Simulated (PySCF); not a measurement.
(SiH3)2PH, H7PSi2.
Bonds: Si1–P2, P2–Si3. Hydrogens: H4, H5, H6 on Si1; H7 on P2; H8, H9, H10 on Si3.

Computed by this run: PBE0-D3(BJ)/def2-TZVP geometry optimisation, gas phase (PySCF); density fitting, grid level 2; the optimiser is geomeTRIC in internal coordinates, started from a GFN2-xTB structure with every atom displaced at random (about 0.01 Å).

Step 0: E = -25148.7349 eV
```
atom  x, y, z in Å  |  force x, y, z in eV/Å
Si1    -1.7283   -0.0924   -0.0746   -0.124   0.879  -0.071
P2      0.0628    1.1151   -0.5885   -0.014   0.119  -0.972
Si3     1.7114   -0.2712   -0.0715    0.038   0.153   0.540
H4     -1.9083   -1.0222   -1.1691   -0.174  -0.532  -0.494
H5     -2.8641    0.8715   -0.0123   -0.001  -0.113  -0.041
H6     -1.6408   -0.7832    1.1905    0.043  -0.475   0.695
H7      0.1155    1.8246    0.5972    0.016   0.426   0.752
H8      1.8394   -1.2356   -1.1547    0.071  -0.405  -0.378
H9      1.5221   -0.9686    1.2250   -0.021  -0.118   0.022
H10     2.9406    0.5413    0.0368    0.165   0.066  -0.053
```

**Question.** Estimate the geometry and energy of step 1. (The exact step hangs on the optimiser's Hessian estimate; all steps are aligned on step 0, rigid shifts and turns removed.)

**Answer.** E = -25148.8195 eV, largest force 0.183 eV/Å
```
atom  x, y, z in Å  |  force x, y, z in eV/Å
Si1    -1.6889   -0.0650   -0.0794   -0.150  -0.077   0.033
P2      0.0770    1.2181   -0.6091    0.021   0.099   0.114
Si3     1.6806   -0.2579   -0.0614    0.106  -0.052  -0.073
H4     -1.8717   -1.0630   -1.1676    0.067   0.016   0.011
H5     -2.9023    0.7938   -0.0383    0.030   0.021   0.019
H6     -1.5763   -0.7943    1.2161    0.047   0.055  -0.047
H7      0.1270    1.9109    0.6415   -0.032  -0.120  -0.134
H8      1.7922   -1.2572   -1.1577   -0.057   0.030   0.003
H9      1.4458   -0.9886    1.2110   -0.024   0.027   0.039
H10     2.9670    0.4822    0.0240   -0.009   0.001   0.036
```

The energy changes by -0.0847 eV. The first-order estimate −F·Δx gives -0.1897 eV and the mean of the old and new forces, exact on a quadratic surface, -0.0850 eV. The step makes an angle of 67° with the force vector and moves no atom by more than 0.106 Å.

The cost below is that of the whole optimisation. Time: 38 s; peak memory 0.64 GiB. Hardware: an Arm Neoverse V1 with one thread, no GPU (shared host).
